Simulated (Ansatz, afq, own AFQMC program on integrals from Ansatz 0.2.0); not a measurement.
Two steps: Ansatz 0.2.0 writes the Fock matrix and Cholesky factors of the valence space, and afq projects on them the lowest state that overlaps trial and start.

```yaml
crystal:
  periodic: [false, false, false]
  atoms:
    - {symbol: As, position_ang: [0.000000, 0.000000, 0.000000]}
basis:
  gaussian: {orbitals: aug-cc-pVTZ}
magnetization: {spin_polarized: true, initial_magnetization: 3}
correlation: {method: ccsd_t, electrons: outside_noble_gas, hamiltonian_folder: ham}
```

```sh
$ ansatz run in.yaml --threads 1 --pin off --events-out ev --progress --plain --max-ram 24576MiB --backend cuda --devices 0, --max-vram 18GiB
```

afq runs on the folder ham with

```
--method phaseless --trial cisd --walkers 4000 --populations 20 --least-time 60 --time-step 0.005 --steps-per-block 50 --equilibration-blocks 28 --max-blocks 4000 --target-error 8e-05 --factor-cut 1e-05 --start spin_pure --seed 1908 --release-times 0.24,0.5,1,1.5 --release-step 0.02 --release-every 3 --taylor-order 6
```

Times are imaginary, in 1/Eh. The walk had a cap of 135 s. With eight or more populations the least sampling time is a fifth of least-time, and the error comes from their spread. Filled inner d shells are frozen with the cores.

Output of the walk:

```
orbitals 45  electrons 4 1  factors 298 of 371
reference energy -2234.23721416 Eh
CCSD correlation -0.08661670 Eh in 7 cycles, weight of the determinant in the CISD state 0.9457
energy of the start -2234.323834 Eh
 block  time / (1/Eh)  mean weight  energy / Eh
     1     0.250  0.9999  -2234.323986
     2     0.500  1.0001  -2234.324582
     3     0.750  1.0000  -2234.325212
     4     1.000  1.0000  -2234.325722
     5     1.250  0.9999  -2234.326142
     8     2.000  1.0000  -2234.326819
    11     2.750  1.0001  -2234.327288
    14     3.500  1.0001  -2234.327180
    17     4.250  1.0001  -2234.327168
    20     5.000  1.0000  -2234.327645
    23     5.750  1.0000  -2234.327596
    26     6.500  1.0000  -2234.327680
    29     7.250  0.9999  -2234.327798
    30     7.500  1.0001  -2234.327822
    32     8.000  1.0000  -2234.327723
    35     8.750  1.0001  -2234.327602
    38     9.500  0.9998  -2234.327632
    41    10.250  0.9999  -2234.327331
    44    11.000  1.0001  -2234.327384
    47    11.750  0.9999  -2234.327526
    50    12.500  0.9999  -2234.327623
    53    13.250  1.0001  -2234.327442
    56    14.000  0.9998  -2234.327441
    59    14.750  0.9998  -2234.327719
    62    15.500  0.9999  -2234.327640
    65    16.250  0.9999  -2234.327776
    68    17.000  1.0001  -2234.327488
    71    17.750  0.9998  -2234.327453
    72    18.000  1.0001  -2234.327239
    74    18.500  1.0000  -2234.327526
    77    19.250  1.0001  -2234.327696
    78    19.500  1.0000  -2234.327605
error from the spread of 20 populations
released: time / (1/Eh)  energy / Eh  error  mean overlap
  0.24  -2234.327566  0.000044  0.9992
  0.50  -2234.327546  0.000033  0.9995
  1.00  -2234.327570  0.000028  0.9985
  1.50  -2234.327611  0.000032  0.9956
energy -2234.327548 +/- 0.000042 Eh
(rows thinned)
```

The run passed its tests (sampling time, drift between the halves within three errors, error under three times the target), which doesn't prove that it has relaxed.

Against this walk (error 1.1 meV) on the same determinant: CCSD(T) 18.5 meV higher, CCSDT(Q) 0.6 meV lower (within the noise), full CI 1.0 meV lower (within the noise). The error is statistical and leaves out the bias of the constraint. Released to 1.50 1/Eh the energy moves by -1.7 ± 1.4 meV (both errors), within twice the noise.

Cautions: constraint bias not in the error; no relativity below Rb; no spin-orbit coupling; inner d shell frozen.

The walk took 44 s on 1 × NVIDIA H100 80GB HBM3 with 2 threads of AMD EPYC 7R13 Processor (Zen 3), with other jobs on the host (the card was shared). The log's last line is the phaseless energy.

CCSDT and higher add their correlation energy to the determinant of the CCSD(T) run, since their own runs factorise the integrals more tightly (a shift of under 2 meV). A walk keeps the symmetry of its determinant, which the program's search chose and which needn't be the lowest solution, so a lower state of the same spin and another symmetry isn't excluded.
